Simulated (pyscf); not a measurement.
Thermochemistry of product channels of F–WH₂(F)(F)–F + HCl on the singlet surface, in kcal/mol, from ωB97M-D3(BJ)/def2-TZVP energies (ideal gas, 1 atm, RRHO with modes under 100 cm⁻¹ raised to 100, one conformer, R ln 2 for chiral ones without a mode under 150 cm⁻¹). PySCF, gas phase, ωB97X-D3(BJ)/def2-SVP geometries.

```tsv
products	ΔE	ΔH(298 K)	ΔG(600 K)	ΔG(1200 K)
HF + F–WH₂(F)(F)–Cl	(withheld)	+4.2	+2.8	(withheld)
F–WH(F)(F)(F)–Cl + H₂	-8.7	-10.0	-6.6	-4.4
```

Question: Some entries are withheld; supply them.

Answer: 
- HF + F–WH₂(F)(F)–Cl, ΔE: +3.3
- HF + F–WH₂(F)(F)–Cl, ΔG(1200 K): +1.1

These are energies of the channels, which say nothing of barriers. Elements past Kr carry the def2 core potentials, without spin-orbit coupling.
